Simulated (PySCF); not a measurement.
# Ionising AlCl

r²SCAN; Al def2-TZVPPD, Cl def2-TZVPPD; no relativity (PySCF 2.14). Neutral (UKS): singlet (closed shell), Re = 2.146 Å, ωe = 474 cm⁻¹, De = 5.23 eV, HOMO -6.24 eV, LUMO -2.26 eV.

AlCl⁺ (UKS): doublet (σ ↑), Re = 2.023 Å, ωe = 606 cm⁻¹, De = 2.44 eV to Al⁺ + Cl. The energies at the minima are -702.64021 hartree for AlCl and -702.31120 for AlCl⁺.

Problem. Work out the adiabatic ionisation energy, without and with harmonic zero-point energies (1 hartree = 27.2114 eV, 1 eV = 8065.5 cm⁻¹), and the change of the bond length.

Solution. At r²SCAN: 0.32901 hartree = 8.953 eV between the minima; the zero-point term (606.0 − 474.0)/2 cm⁻¹ = +0.008 eV makes it 8.961 eV. Re changes by -12.3 pm against the neutral. Minus the HOMO energy is 6.24 eV, -2.71 eV from the value between the minima; self-interaction puts the Kohn–Sham level too high, less so with exact exchange. The electron leaves a σ orbital, and the shorter bond of the ion fits an antibonding orbital, or a change in how ionic the bond is.

AlCl⁻ (UKS): doublet (π ↑), Re = 2.299 Å, ωe = 334 cm⁻¹, De = 1.79 eV to Al + Cl⁻. The energies at the minima are -702.64021 hartree for AlCl and -702.64703 for AlCl⁻.

Problem. Work out the adiabatic electron affinity, without and with harmonic zero-point energies (1 hartree = 27.2114 eV, 1 eV = 8065.5 cm⁻¹), and the change of the bond length.

Solution. At r²SCAN: 0.00682 hartree = 0.186 eV between the minima; the zero-point term (474.0 − 334.0)/2 cm⁻¹ = +0.009 eV makes it 0.194 eV. Re changes by +15.3 pm against the neutral. The electron enters a π orbital, and the longer bond of the ion fits an antibonding orbital, or a change in how ionic the bond is.

For an ion De counts to the pair picked by the measured ionisation energies or electron affinities, which need not be the lowest pair at this level. The highest Kohn–Sham level is positive in this anion. Much of that is self-interaction error, but it also means that the finite basis helps to hold the extra electron. States were picked by a PBE0 search and need not be the measured ground states.
